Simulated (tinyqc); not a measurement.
Inside a calculation. Method: RKS/LDA (VWN5) in the sto-3g basis, for H2O, spin multiplicity 1. One step of it, computed by the program tinyqc.

Task: Orthogonalisation. S = U s U^T; symmetric (Loewdin) form X = U s^(-1/2) U^T, so that X^T S X = 1.

overlap S, order 1O 1s, 1O 2s, 1O 2px, 1O 2py, 1O 2pz, 2H 1s, 3H 1s:
```
[[1.000000, 0.236704, 0.000000, 0.000000, 0.000000, 0.020500, 0.020500],
 [0.236704, 1.000000, 0.000000, 0.000000, 0.000000, 0.249486, 0.249486],
 [0.000000, 0.000000, 1.000000, 0.000000, 0.000000, 0.000000, 0.000000],
 [0.000000, 0.000000, 0.000000, 1.000000, 0.000000, 0.197952, -0.197952],
 [0.000000, 0.000000, 0.000000, 0.000000, 1.000000, 0.135469, 0.135469],
 [0.020500, 0.249486, 0.000000, 0.197952, 0.135469, 1.000000, 0.076345],
 [0.020500, 0.249486, 0.000000, -0.197952, 0.135469, 0.076345, 1.000000]]
```

Give: eigenvalues of S; X.

Result:

eigenvalues of S: [0.5840, 0.6793, 0.8971, 1.0000, 1.0962, 1.2444, 1.4990]

X, order 1O 1s, 1O 2s, 1O 2px, 1O 2py, 1O 2pz, 2H 1s, 3H 1s:
```
[[1.0228, -0.1289, 0.0000, 0.0000, -0.0033, 0.0133, 0.0133],
 [-0.1289, 1.0740, 0.0000, 0.0000, 0.0276, -0.1336, -0.1336],
 [0.0000, 0.0000, 1.0000, 0.0000, 0.0000, 0.0000, 0.0000],
 [0.0000, 0.0000, 0.0000, 1.0335, 0.0000, -0.1110, 0.1110],
 [-0.0033, 0.0276, 0.0000, 0.0000, 1.0146, -0.0710, -0.0710],
 [0.0133, -0.1336, 0.0000, -0.1110, -0.0710, 1.0506, -0.0257],
 [0.0133, -0.1336, 0.0000, 0.1110, -0.0710, -0.0257, 1.0506]]
```
